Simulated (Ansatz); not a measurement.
The input, for Ansatz 0.2.0:

```yaml
crystal:
  periodic: [false, false, false]
  atoms:
    - {symbol: Hf, position_ang: [0.000000, 0.000000, 0.000000]}
    - {symbol: H, position_ang: [0.000000, 0.000000, 1.513000]}
basis:
  gaussian: {orbitals: def2-TZVP, fitting: {mean_field: def2-universal-jkfit}}
magnetization: {spin_polarized: true, initial_magnetization: 3}
hamiltonian: {pseudopotentials: {relativity: none}}
correlation: {method: ccsd, electrons: outside_noble_gas}
output: {forces: true}
```

```sh
$ ansatz run in.yaml --threads 1 --pin off --events-out ev --progress --plain --max-ram 2393MiB
```

The program prints:

```
245 factors; integrals over basis functions are off by at most 2.3e-1 eV
mean field evaluation 1: about -1301.0812 eV, gradient 1.2e1 eV
mean field evaluation 2: about -1302.0882 eV, gradient 5.9e0 eV
mean field evaluation 4: about -1302.5084 eV, gradient 1.3e0 eV
mean field evaluation 8: about -1302.7087 eV, gradient 3.8e-2 eV
mean field evaluation 16: about -1303.1915 eV, gradient 2.0e-5 eV
mean field evaluation 32: about -1302.6257 eV, gradient 8.5e-1 eV
mean field evaluation 64: about -1303.1189 eV, gradient 1.4e-3 eV
mean field evaluation 96: about -1303.1289 eV, gradient 3.5e-1 eV
mean field evaluation 128: about -1303.1415 eV, gradient 1.6e-1 eV
mean field evaluation 160: about -1302.8434 eV, gradient 1.3e0 eV
...
cycle  15  -1.62809750 eV  change    3.1e-8 eV  update   7.8e-7
cycle  16  -1.62809747 eV  change    2.6e-8 eV  update   6.7e-7
cycle  17  -1.62809748 eV  change   -8.3e-9 eV  update   6.0e-7
cycle  18  -1.62809760 eV  change   -1.2e-7 eV  update   5.4e-7
cycle  19  -1.62809755 eV  change    4.9e-8 eV  update   4.8e-7
cycle  20  -1.62809766 eV  change   -1.1e-7 eV  update   4.0e-7
cycle  21  -1.62809769 eV  change   -3.1e-8 eV  update   3.0e-7
cycle  22  -1.62809772 eV  change   -3.2e-8 eV  update   1.9e-7
cycle  23  -1.62809769 eV  change    3.2e-8 eV  update   1.3e-7
cycle  24  -1.62809766 eV  change    2.4e-8 eV  update   8.5e-8
the calculation of the forces begins
Total energy: -1304.81959560 eV, -47.9512356996 hartree
Atom 0 at     0.000000     0.000000     0.000000 Å, force    -0.000000    -0.000000    -7.293014 eV/Å
Atom 1 at     0.000000     0.000000     1.513000 Å, force     0.000000     0.000000     7.293014 eV/Å
Dipole moment:    -0.000000    -0.000000    -0.227690 e Å
```

Forces (eV/Å):
```
Hf   0.000  0.000 -7.293
H    0.000  0.000  7.293
```

Ran on 1 thread of Arm Neoverse V2, shared host: 8 s wall, 0.11 GiB peak host memory.
